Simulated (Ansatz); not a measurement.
# Si₂, singlet: vertical spin and charge gaps

Geometry (PBE0/def2-TZVP stationary point for this spin):

```yaml
atoms:
  - { symbol: Si, position_ang: [0.0000, 0.0000, 0.0000] }
  - { symbol: Si, position_ang: [0.0000, 0.0000, 2.2861] }
```

Basis 6-31G; Ansatz 0.2.0. Correlated methods freeze the noble-gas cores. R marks a restricted (for open shells ROHF) determinant.

Gaps are energies of the second state less the first, at fixed atoms, for a selection of the levels run; each method lands on the state that its own search finds for that charge and spin.

Coupled cluster chose its determinant by a search with trial CCSD, here up to 1.24 eV above the lowest Hartree–Fock solution of its kind. The determinant of the Si2⁺ doublet fills πx and πy unequally, so it is a mixture of Σ and Δ, which weighs on every level built on one determinant.

Removing an electron, to the doublet: 7.491 eV at full CI (singlet Ag, doublet ion Ag, in D2h).

By full CI's occupations no single determinant describes the singlet or the doublet well.

```csv
level,gap (eV),error (meV)
RCCSD*,7.348,-143
RCCSD(T)*,7.501,10
BCCD(T)*,7.509,18
RCCSDT*,7.465,-26
RCCSDT(Q)*,7.515,24
RCCSDTQ*,7.486,-5
```

An asterisk marks runs whose energy the program itself flagged as in doubt.

Triplet less singlet: -0.639 eV at full CI (singlet Ag, triplet B2u, in D2h).

Large singles or doubles amplitudes warn of static correlation in the Si2 triplet.

By full CI's occupations no single determinant describes the singlet well.

```json
{"level": "RCCSD*", "gap (eV)": "-0.786", "error (meV)": "-147"}
{"level": "RCCSD(T)*", "gap (eV)": "-0.680", "error (meV)": "-41"}
{"level": "BCCD(T)*", "gap (eV)": "-0.670", "error (meV)": "-31"}
{"level": "RCCSDT", "gap (eV)": "-0.688", "error (meV)": "-49"}
{"level": "RCCSDT(Q)", "gap (eV)": "-0.630", "error (meV)": "9"}
{"level": "RCCSDTQ", "gap (eV)": "-0.643", "error (meV)": "-4"}
```

Full CI is exact within this basis and frozen core; it isn't the basis-set limit.
